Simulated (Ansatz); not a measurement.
Reaction (SMILES): P (PH3) + H+ → [PH4+]
B3LYP-D3(BJ)/def2-TZVP geometries, fixed; electronic energies without zero-point terms; positive where energy is released.

Basis-set convergence of the proton affinity at B3LYP with Ansatz (an electronic-structure program). All functions are spherical. The program fits the integrals of some runs and decomposes those of others, by size. No added dispersion term, no relativity. Functions are those of the species that has most. Reference: the value in pcseg-4, 193.48 kcal/mol, itself unsure by roughly 0.02 kcal/mol (its mean distance from aug-pcseg-3, aug-cc-pV(Q+d)Z, cc-pV(5+d)Z). Deviations are taken from unrounded values.

```csv
basis,functions
pcseg-0,21
def2-SV(P),26
def2-SVP,38
pcseg-1,38
def2-SVPD,56
def2-TZVP,61
def2-TZVPD,79
pcseg-2,90
def2-TZVPP,98
def2-TZVPPD,116
def2-QZVPP,190
pcseg-3,196
def2-QZVPPD,208
pcseg-4,349
```

### Question
Which is the smallest set listed that can be trusted to 1 kcal/mol here, that is, within that of the reference together with its larger relatives (same family, alike in diffuse functions; a set with none to test it counts only in the reference's own line)?

### Answer
The smallest set listed that lies within 1 kcal/mol of the reference with all its larger relatives (same family, alike in diffuse functions; a set with none counts only in the reference's own line) is def2-SVP (38 functions, -0.64 kcal/mol off). Value minus reference: pcseg-0 -8.02, def2-SV(P) -3.31, def2-SVP -0.64, pcseg-1 -1.27, def2-SVPD -1.16, def2-TZVP -0.29, def2-TZVPD -0.37, pcseg-2 -0.12, def2-TZVPP -0.19, def2-TZVPPD -0.24, def2-QZVPP -0.04, pcseg-3 -0.01, def2-QZVPPD -0.07, pcseg-4 0.00 kcal/mol.
